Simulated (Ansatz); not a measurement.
Input file for Ansatz (a quantum-chemistry and plane-wave program): R-PBE/def2-TZVPP on ethylene (SMILES C=C), atoms moved off the minimum.

Ansatz 0.2 input:
```yaml
crystal:
  periodic: [false, false, false]
  atoms:
    - {symbol: C, position_ang: [-0.77495558, -0.08476631, -0.05947653]}
    - {symbol: C, position_ang: [0.65722155, 0.00019775, 0.14472589]}
    - {symbol: H, position_ang: [-1.35274604, 0.90493167, 0.20600804]}
    - {symbol: H, position_ang: [-1.23648285, -0.96680587, -0.05556157]}
    - {symbol: H, position_ang: [1.46104954, -0.92960914, -0.11933994]}
    - {symbol: H, position_ang: [1.18478149, 0.98524515, 0.13829797]}
basis:
  gaussian:
    orbitals: def2-TZVPP
hamiltonian:
  xc: {name: PBE}
scf: {lower_state_search: off}
output: {forces: true}
```

Output:

```
WARN ansatz: RAYON_NUM_THREADS=1 ignored (pool sized by the plan → 1); use --threads N
Functional definition: PBE
these checks for a lower state are left out or cut short: stability, starts, cluster_reference, orbital_swaps, neighbouring_geometries, increment
integrals: 0.02 GiB planned
596 factors; their error is unknown
mean field: 0.26 GiB planned
mean field evaluation 1: about -2128.3506 eV, gradient 5.1e1 eV
mean field evaluation 2: about -2118.8704 eV, gradient 7.4e1 eV
mean field evaluation 4: about -2134.3984 eV, gradient 1.6e1 eV
mean field evaluation 8: about -2135.0338 eV, gradient 3.2e-2 eV
mean field evaluation 16: about -2135.0192 eV, gradient 1.1e-2 eV
mean field -2135.01916825 eV, -78.4605072654 hartree, gradient 3.3e-6 eV, S^2 0.000000; 0 other end points of the search recorded, 0 dependent functions left out
the calculation of the forces begins
reference -2135.01920116 eV, -78.4605084745 hartree; 8, 8 occupied and 110, 110 virtual orbitals, 596 factors
Total energy: -2135.01920116 eV, -78.4605084745 hartree
Atom 0 at    -0.774956    -0.084766    -0.059477 Å, force     5.841862     5.747258     2.286977 eV/Å
Atom 1 at     0.657222     0.000198     0.144726 Å, force    -1.587080    -1.799960    -2.467709 eV/Å
Atom 2 at    -1.352746     0.904932     0.206008 Å, force     0.857534    -1.964876    -0.809376 eV/Å
Atom 3 at    -1.236483    -0.966806    -0.055562 Å, force    -2.068619    -3.604631    -0.326602 eV/Å
Atom 4 at     1.461050    -0.929609    -0.119340 Å, force    -2.473552     2.236951     0.963557 eV/Å
Atom 5 at     1.184781     0.985245     0.138298 Å, force    -0.570144    -0.614742     0.353154 eV/Å
Dipole moment:    -0.003433     0.009940    -0.000385 e Å
Checks for a lower state left out: stability, starts, cluster_reference, orbital_swaps, neighbouring_geometries, increment
```

Self-consistency was reached.

Cost: around 0.8 core-seconds (rough).
